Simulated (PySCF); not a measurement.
Species: C5H13N.
SMILES: `CNC(C)(C)C`

Torsions of this conformer, `[CH3:1][NH:2][C:3]([CH3:4])([CH3:5])[CH3:6]`: C1–N2–C3–C4 -59°.

The closed-shell ground state was solved at several levels (PySCF, density fitting, gas phase, non-relativistic). Isolated species at its PBE0-D3(BJ)/def2-SVP geometry, gas phase.

```
             level  basis functions  total energy (Eh)  HOMO (eV)  LUMO (eV)  gap (eV)  dipole (D)
    B97-2/pcSseg-1              167          -252.9830      -5.93       1.32      7.25        0.85
BHandHLYP/pcSseg-1              167          -252.9047      -7.56       1.98      9.54        0.89
       B3LYP/pcJ-1              292          -253.1312      -5.94       1.00      6.94        0.83
        PBE0/6-31G               80          -252.7244      -5.76       2.30      8.06        1.02
  LC-wPBE/pcSseg-1              167          -252.9298      -8.95       3.49     12.44        0.93
PBE0/6-311+G(2d,p)              240          -252.8683      -6.27       0.24      6.51        0.85
     PBE0/def2-SVP              149          -252.6150      -6.06       1.57      7.63        0.80
```

(1) Estimate the row for PBE0/STO-3G, a basis of 43 functions; the other rows only guide the guess.

(2) Over all these levels, which gives the widest orbital gap and which the narrowest?

(3) How much does the basis alone move the frontier levels among the 4 PBE0 rows (the withheld one included)?

(4) How far do the dipole and the HOMO energy spread over the levels?

Answers

(1) Total energy -249.7543 Eh, HOMO -3.36 eV, LUMO 9.36 eV, gap 12.72 eV, dipole 0.96 D.

(2) PBE0/STO-3G has the widest, 12.72 eV, and PBE0/6-311+G(2d,p) the narrowest, 6.51 eV. The two share the functional. From the narrowest to the widest the HOMO moves by +2.91 eV and the LUMO by +9.12 eV.

(3) The HOMO by 2.91 eV and the LUMO by 9.12 eV. By rising basis size (HOMO, LUMO in eV): STO-3G -3.36, 9.36; 6-31G -5.76, 2.30; def2-SVP -6.06, 1.57; 6-311+G(2d,p) -6.27, 0.24.

(4) The dipole runs from 0.80 to 1.02 D (mean 0.89 D) and the HOMO from -8.95 to -3.36 eV.
